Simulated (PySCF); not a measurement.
## Spin states of LiB

Unrestricted PBE0; basis Li pcseg-1, B pcseg-1; no relativity; PySCF 2.14. Outer shells of the fragments: Li 2s1; B 2s2 2p1.

Followed along the bond (rough minima from three points):

```csv
2Ms+1,unpaired,⟨S²⟩ at the start,R at minimum (Å),Te (eV)
3,"σ ↑, π ↑",2.00,2.15,0.00
1,"σ ↑, π ↓",1.01,2.16,0.31
3,π ↑↑,2.01,1.96,0.50
1,none,0.10,2.44,0.54
1,π ↑↓,1.00,1.96,0.76
```

Solutions found at the starting distance of 2.100 Å, counted from the lowest of them; the search is not exhaustive and high or unbound solutions are not listed, so other states can lie among these:

```csv
2Ms+1,unpaired,term,E (eV),⟨S²⟩,⟨Lz²⟩,μ (D)
3,"σ ↑, π ↑",³Π,0.00,2.00,1.00,-5.68
1,"σ ↑, π ↓",mixed,0.31,1.01,1.00,-5.79
3,π ↑↑,³Σ⁻,0.55,2.01,0.00,-5.56
1,none,¹Σ⁺,0.74,0.10,0.00,-4.02
1,π ↑↓,mixed,0.81,1.00,2.00,-5.36
1,none,mixed,1.60,0.00,2.00,-4.62
3,σ ↑↑,³Σ⁺,1.71,2.00,0.00,4.81
3,π ↑↑,mixed,3.70,2.01,2.00,2.30
3,"σ ↑↑, π ↑↓",mixed,4.71,3.00,2.00,-5.74
3,σ ↑↑,mixed,5.36,2.20,2.00,-4.34
```

A term symbol is given only where ⟨S²⟩ and ⟨Lz²⟩ are close to those of a pure state; real π, δ and φ orbitals otherwise mix terms. A positive dipole means Li(−)B(+).
